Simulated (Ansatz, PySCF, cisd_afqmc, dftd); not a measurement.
Reaction: F2 (molecular fluorine, SMILES FF) → 2 F (doublet) (the F-F bond breaks)
Each species at its own B3LYP-D3(BJ)/def2-TZVP minimum (Ansatz, a first-principles code).

Property: bond dissociation energy (enthalpy at 298 K, ideal-gas terms from PySCF's Hessians at B3LYP-D3(BJ)/def2-TZVP), in kcal/mol. Open shells are spin-unrestricted; no spin-orbit coupling. Cores are frozen in correlated methods. Rows without X2C or -DK are non-relativistic. The Monte Carlo rows (phaseless AFQMC, CISD trial, step 0.005/hartree) carry one-sigma bars that omit the constraint's bias. Outlying blocks are dropped, and bars are widened where a walk drifts. Over all cases where full CI ran beside it in this data, AFQMC minus full CI had a median of +0.1 mEh and passed +0.4 mEh in a tenth of the cases. CBS(X,Y): correlation extrapolated as X^-3, Hartree-Fock from the larger set (Q,5: extrapolated as (X+1)exp(-9√X)). A bracket is a step between two methods taken in the basis named. Functionals run without relativity, which enters their misses. Double hybrids freeze cores in their MP2 part. '+ core + X2C': CCSD(T) terms for core correlation (cc-pwCVTZ) and scalar relativity (cc-pVTZ-DK). The restricted determinant of F2 (FF, singlet) is unstable towards broken spin symmetry in at least one set run.

From measured enthalpies of formation at 298 K: 37.9 kcal/mol (Active Thermochemical Tables 1.112 (ions: stationary electron), as tabulated in the package chemicals). The calculations leave out spin-orbit terms.

```csv
level,program,bond dissociation energy (kcal/mol),error against that value
PBE-D4/def2-TZVPD,Ansatz + dftd4,51.9,14.0
PBE/def2-TZVPD,Ansatz,51.8,13.9
CAM-B3LYP-D4/def2-TZVPD,Ansatz + dftd4,36.3,-1.6
B2PLYP/def2-TZVPD,Ansatz,34.8,-3.1
MP2/cc-pVTZ,Ansatz,39.5,1.6
CCSD/cc-pV5Z,Ansatz,29.6,-8.3
"CCSD/CBS(cc-pVQZ,cc-pV5Z)",Ansatz,30.3,-7.6
CCSD(T)/cc-pVQZ,Ansatz,35.9,-2.0
"CCSD(T)/CBS(cc-pVTZ,cc-pVQZ)",Ansatz,37.4,-0.5
"CCSD(T)/CBS(cc-pVQZ,cc-pV5Z)",Ansatz,37.7,-0.2
"CCSD(T)/CBS(cc-pVQZ,cc-pV5Z) + core + X2C",Ansatz,37.7,-0.2
CCSDT(Q)/cc-pVTZ,Ansatz,34.6,-3.3
"CCSD(T)/CBS(cc-pVQZ,cc-pV5Z) + [AFQMC/CISD - CCSD(T)]/cc-pVTZ + core + X2C",Ansatz + cisd_afqmc,38.1 ± 0.2,0.2
"CCSD(T)/CBS(cc-pVQZ,cc-pV5Z) + [CCSDT(Q) - CCSD(T)]/cc-pVTZ + core + X2C",Ansatz,38.4,0.5
"CCSD(T)/CBS(cc-pVQZ,cc-pV5Z) + [CCSDT(Q) - CCSD(T)]/cc-pVQZ + [CCSDTQ - CCSDT(Q)]/cc-pVDZ + core + X2C",Ansatz,38.3,0.4
```
